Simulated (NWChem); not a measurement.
All runs are NWChem calculations. System: disilane (H₆Si₂), charge 0, spin multiplicity 1, at a geometry optimised with PBE/def2-SVP. Level: EOM-CCSD/aug-cc-pVDZ, 10 core orbitals frozen.

Input file:

```
start mol
memory heap 100 mb stack 700 mb global 1900 mb
geometry units angstroms nocenter noautoz
  Si     1.175921     0.052081     0.000000
  Si    -1.175921    -0.052081     0.000000
  H      1.666292     0.780602     1.222961
  H      1.666292     0.780602    -1.222961
  H      1.760097    -1.335554     0.000000
  H     -1.666292    -0.780602     1.222961
  H     -1.666292    -0.780602    -1.222961
  H     -1.760097     1.335554     0.000000
  symmetry group C2h
end
basis spherical
  * library aug-cc-pvdz
end
scf
  rhf
  nopen 0
  maxiter 100
  thresh 1e-7
  semidirect memsize 60000000 filesize 0
end
tce
  freeze core 10
  ccsd
  nroots 1
  2eorb
  2emet 13
  thresh 1e-5
  maxiter 200
  tilesize 24
end
task tce energy
```

Part of the output:

```
             Northwest Computational Chemistry Package (NWChem) 7.3.0
             --------------------------------------------------------

                                NWChem Input Module
                                -------------------

 Scaling coordinates for geometry "geometry" by  1.889725989
 (inverse scale =  0.529177249)

 Turning off AUTOSYM since
 SYMMETRY directive was detected!

                             Geometry "geometry" -> ""
                             -------------------------

 Output coordinates in angstroms (scale by  1.889725989 to convert to a.u.)

  No.       Tag          Charge          X              Y              Z
 ---- ---------------- ---------- -------------- -------------- --------------
    1 Si                  14.0000     1.17592100     0.05208100     0.00000000
    2 Si                  14.0000    -1.17592100    -0.05208100     0.00000000
    3 H                    1.0000     1.66629200     0.78060200     1.22296100
    4 H                    1.0000     1.66629200     0.78060200    -1.22296100
    5 H                    1.0000     1.76009700    -1.33555400     0.00000000
    6 H                    1.0000    -1.66629200    -0.78060200     1.22296100
    7 H                    1.0000    -1.66629200    -0.78060200    -1.22296100
    8 H                    1.0000    -1.76009700     1.33555400     0.00000000

 Effective nuclear repulsion energy (a.u.)      89.9741794733

            Nuclear Dipole moment (a.u.)
            ----------------------------
        X                 Y               Z
 ---------------- ---------------- ----------------
     0.0000000000     0.0000000000     0.0000000000

      Symmetry information
      --------------------

 Group name             C2h
 Group number             21
 Group order               4
 No. of unique centers     3

      Symmetry unique atoms

     1    3    5


 Summary of "ao basis" -> "" (spherical)
 ------------------------------------------------------------------------------
       Tag                 Description            Shells   Functions and Types
 ---------------- ------------------------------  ------  ---------------------
[...]
   0.0070737016936   0.2888745376067    7.86068     1.1     1.1

 Iteration   9 using    9 trial vectors
   0.0047629324389   0.2888244513907    7.85932     1.0     1.0

 Iteration  10 using   10 trial vectors
   0.0033350729299   0.2888237113201    7.85930     1.0     1.0

 Iteration  11 using   11 trial vectors
   0.0019289789071   0.2888077746877    7.85886     1.0     1.0

 Iteration  12 using   12 trial vectors
   0.0010677779094   0.2887932627076    7.85847     1.0     1.0

 Iteration  13 using   13 trial vectors
   0.0006475153781   0.2887904456952    7.85839     1.0     1.0

 Iteration  14 using   14 trial vectors
   0.0003771294022   0.2887932432792    7.85847     1.0     1.0

 Iteration  15 using   15 trial vectors
   0.0002030022178   0.2887933743820    7.85847     1.0     1.0

 Iteration  16 using   16 trial vectors
   0.0001041990364   0.2887936681003    7.85848     1.1     1.1

 Iteration  17 using   17 trial vectors
   0.0000541185490   0.2887938521800    7.85848     1.0     1.0

 Iteration  18 using   18 trial vectors
   0.0000342761824   0.2887937005655    7.85848     1.1     1.1

 Iteration  19 using   19 trial vectors
   0.0000250743713   0.2887936073162    7.85848     1.1     1.1

 Iteration  20 using   20 trial vectors
   0.0000190399037   0.2887934995645    7.85847     1.1     1.1

 Iteration  21 using   21 trial vectors
   0.0000165280035   0.2887935363768    7.85848     1.0     1.0

 Iteration  22 using   22 trial vectors
   0.0000229508350   0.2887935438751    7.85848     1.1     1.1

 Iteration  23 using   23 trial vectors
   0.0000562091555   0.2887933803971    7.85847     1.0     1.0

 Iteration  24 using   24 trial vectors
   0.0603630656019   0.2877423858591    7.82987     1.0     1.0

 Iteration  25 using   25 trial vectors
   0.0376551512678   0.2836669051141    7.71897     1.0     1.0

 Iteration  26 using   26 trial vectors
   0.0212277430853   0.2825855102478    7.68955     1.0     1.0

 Iteration  27 using   27 trial vectors
   0.0100387298303   0.2821148201004    7.67674     1.0     1.0

 Iteration  28 using   28 trial vectors
   0.0053493738250   0.2819827158551    7.67314     1.0     1.0

 Iteration  29 using   29 trial vectors
   0.0032261719703   0.2819846560384    7.67320     1.1     1.1

 Iteration  30 using   30 trial vectors
   0.0015665840998   0.2819686595435    7.67276     1.0     1.0

 Iteration  31 using   31 trial vectors
   0.0006829347459   0.2819647928730    7.67266     1.1     1.1

 Iteration  32 using   32 trial vectors
   0.0003677844016   0.2819661993069    7.67269     1.1     1.1

 Iteration  33 using   33 trial vectors
   0.0003025524091   0.2819654469072    7.67267     1.0     1.0

 Iteration  34 using   34 trial vectors
   0.0002743241754   0.2819655296708    7.67268     1.0     1.0

 Iteration  35 using   35 trial vectors
   0.0001775813900   0.2819661510015    7.67269     1.0     1.0

 Iteration  36 using   36 trial vectors
   0.0000900206293   0.2819660062388    7.67269     1.2     1.2

 Iteration  37 using   37 trial vectors
   0.0000421231306   0.2819660293809    7.67269     1.1     1.1

 Iteration  38 using   38 trial vectors
   0.0000189121064   0.2819660765274    7.67269     1.1     1.1

 Iteration  39 using   39 trial vectors
   0.0000095319256   0.2819660396231    7.67269     1.0     1.0
 --------------------------------------------------------------
 Iterations converged
 ------------------

 Excited state root  1
 Excitation energy / hartree =        0.281966039623135
                   / eV      =        7.672689590933419
 largest EOMCCSD amplitudes: R1 and R2

 Singles contributions
    20bu  (alpha) ---    17ag  (alpha)       -0.3416615597
    27bu  (alpha) ---    17ag  (alpha)       -0.5785682298
    31bu  (alpha) ---    17ag  (alpha)        0.5866680747

 Doubles contributions

 Task  times  cpu:      172.9s     wall:      172.9s

 Total times  cpu:      172.9s     wall:      172.9s
```
